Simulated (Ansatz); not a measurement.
C3H6FNO can be A, `CC(N)(F)C=O`, or B, `CN1COC1F`.

Program: Ansatz. Geometries: PBE0-D4/def2-TZVP. ΔE: electronic, gas phase. CBS: MP2 limit from def2 TZ/QZ plus the TZ coupled-cluster correction, frozen cores. Functionals use def2-TZVPP. B3LYP here is the variant with VWN-RPA as its local correlation; programs differ in this. One conformer a species, not always the lowest.

(1) Which is lower in electronic energy at CCSD(T)/CBS, and by how much? (Best estimate.)

(2) Give E(B) − E(A) in kJ/mol with CCSD(T)/def2-TZVPP, CCSD/def2-TZVPP, B3LYP, PBE0-D4, PBE-D4, B3LYP-D4, r2SCAN-D4. (Best estimate.)

Largest T1 diagnostic: 0.013.

Results:

(1) The calculation gave: A, by 106.3 kJ/mol.

(2) The calculation gave: CCSD(T)/def2-TZVPP 104.1, CCSD/def2-TZVPP 103.0, B3LYP 109.0, PBE0-D4 91.5, PBE-D4 97.5, B3LYP-D4 109.1, r2SCAN-D4 104.1. None reverses the order clearly.

From PBE to PBE0 (25 % exact exchange), in def2-TZVPP and without D4, E(B) − E(A) moves by −6.0 kJ/mol.
